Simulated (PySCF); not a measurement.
Species: NH₃.
SMILES: `N`

Method: PBE0-D3(BJ)/def2-SVP geometry optimisation, gas phase (PySCF 2.14.0).

Take the most abundant isotopes and a rigid rotor. 

(1) Give the principal moments of inertia and the rotational constants in MHz.

(2) What kind of rotor is it?

(3) What does the inertial defect say?

(4) Where do the R-branch lines fall?

Answers

(1) Ia = 1.73, Ib = 1.73, Ic = 2.65 u·Å²; 505379 MHz·u·Å²/I gives A = 291974, B = 291965, C = 190753 MHz.

(2) An oblate symmetric top, as the point group C3v requires two equal moments; the computed ones differ by 0.00 % because the geometry is symmetric only within the optimiser's tolerance: κ = (2 × 291965 − 291974 − 190753)/(291974 − 190753) = 1.00.

(3) Not planar: Δ = Ic − Ia − Ib = -0.81 u·Å². For a rigid frame Δ = −2 Σ m c², so Σ m c² = 0.41 u·Å² lies off the ab plane: 0.33 from hydrogen and 0.07 from heavier atoms. The atom farthest from that plane is 0.33 Å away.

(4) The dipole of 1.79 D lies along the symmetry axis, so ΔK = 0 and J+1 ← J falls at 2B(J+1) for every K: 583.94 GHz, 1167.88 GHz, 1751.82 GHz, 2335.76 GHz, 2919.70 GHz for J = 0 to 4. Inversion tunnelling, which a rigid rotor lacks, splits the real lines of ammonia.

Not checked by PBE0-D3(BJ)/def2-SVP frequencies. No vibrational averaging or centrifugal distortion is included, and the geometry carries the error of its method.
